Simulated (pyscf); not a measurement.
HO–SbH• + hydrogen (H₂) → SbH₂• + water (H₂O) (four-centre exchange; doublet surface; O–Sb, H–H broken, H–Sb, H–O formed). Single points on ωB97X-D3(BJ)/def2-SVP structures (PySCF, gas phase). Energies in eV from the separated reactants.

```tsv
level	barrier	reaction energy
ωB97X-D3(BJ)/def2-TZVP	1.59	-0.10
PBE/def2-TZVP	(withheld)	(withheld)
r²SCAN/def2-TZVP	1.43	-0.10
B3LYP-D3(BJ)/def2-TZVP	(withheld)	-0.09
PBE0-D3(BJ)/def2-TZVP	1.41	-0.21
M06-2X/def2-TZVP	1.68	-0.05
```

**Question.** Some entries are withheld; supply them.

**Answer.** 
- PBE/def2-TZVP, barrier: 1.29
- PBE/def2-TZVP, reaction energy: -0.07
- B3LYP-D3(BJ)/def2-TZVP, barrier: 1.51

The functionals in the table span 0.38 eV in this barrier, from PBE to M06-2X. At the saddle there is also a short H–Sb contact that neither side keeps. One saddle was located; it need not be the lowest between these sides. Elements past Kr carry the def2 core potentials, without spin-orbit coupling.
